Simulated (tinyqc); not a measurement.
Inside a calculation. Method: ROHF in the sto-3g basis, for OH+, spin multiplicity 3. One step of it, computed by the program tinyqc.

Task: Iteration 2: diagonalisation and new density. Diagonalise F' = X^T F X, C = X C', fill 5 alpha and 3 beta electrons from the bottom; D(s) = C_occ C_occ^T. Each column has its largest component positive (the first on a tie).

effective F (hartree), lower triangle:
```
             1O 1s      1O 2s     1O 2px     1O 2py     1O 2pz      2H 1s
1O 1s   -21.455825
1O 2s    -5.418325  -3.143029
1O 2px    0.000000   0.000000  -0.575434
1O 2py    0.000000   0.000000  -0.038413  -0.887587
1O 2pz   -0.000016   0.002611   0.000000   0.000000  -1.213368
2H 1s    -0.182300  -0.270346   0.000000   0.000000  -0.181575  -0.338404
```

X:
```
                1          2          3         4          5         6
1O 1s   -0.715360   0.377278   0.000000  0.000000  -0.336482  0.540785
1O 2s    0.809699  -0.150386   0.000000  0.000000  -0.162443  0.606957
1O 2px   0.000000   0.000000   0.773526  0.633765   0.000000  0.000000
1O 2py   0.000000   0.000000  -0.633765  0.773526   0.000000  0.000000
1O 2pz   0.178143   0.721113   0.000000  0.000000   0.665094  0.142016
2H 1s   -0.398619  -0.660269   0.000000  0.000000   0.571116  0.325864
```

Give: F' = X^T F X; orbital energies; coefficients C; D(alpha) after iteration 2; D(beta) after iteration 2.

Result:

F' = X^T F X (hartree), lower triangle:
```
         1        2        3        4        5         6
1  -6.7587
2   3.8350  -3.0792
3   0.0000   0.0000  -0.6631
4   0.0000   0.0000   0.1455  -0.7999
5  -4.0328   2.1694   0.0000   0.0000  -3.7699
6   6.8252  -4.8025   0.0000   0.0000   5.4503  -11.2375
```

orbital energies (hartree): MO1 -21.4621, MO2 -1.8798, MO3 -1.2150, MO4 -0.8922, MO5 -0.5708, MO6 -0.2884

coefficients C:
```
            MO1      MO2      MO3     MO4      MO5      MO6
1O 1s    0.9955  -0.2611   0.0002  0.0000   0.0000   0.0243
1O 2s    0.0185   1.0275  -0.0022  0.0000   0.0000  -0.1303
1O 2px   0.0000   0.0000   0.0000  0.1204   0.9927   0.0000
1O 2py   0.0000   0.0000   0.0000  0.9927  -0.1204   0.0000
1O 2pz   0.0001  -0.0048   0.9940  0.0000   0.0000  -0.1619
2H 1s   -0.0011   0.0132   0.0433  0.0000   0.0000   1.0125
```

D(alpha) after iteration 2, lower triangle:
```
          1O 1s    1O 2s  1O 2px  1O 2py  1O 2pz   2H 1s
1O 1s    1.0592
1O 2s   -0.2499   1.0560
1O 2px   0.0000   0.0000  1.0000
1O 2py   0.0000   0.0000  0.0000  1.0000
1O 2pz   0.0016  -0.0071  0.0000  0.0000  0.9880
2H 1s   -0.0045   0.0135  0.0000  0.0000  0.0429  0.0020
```

D(beta) after iteration 2, lower triangle:
```
          1O 1s    1O 2s  1O 2px  1O 2py  1O 2pz   2H 1s
1O 1s    1.0592
1O 2s   -0.2499   1.0560
1O 2px   0.0000   0.0000  0.0000
1O 2py   0.0000   0.0000  0.0000  0.0000
1O 2pz   0.0016  -0.0071  0.0000  0.0000  0.9880
2H 1s   -0.0045   0.0135  0.0000  0.0000  0.0429  0.0020
```
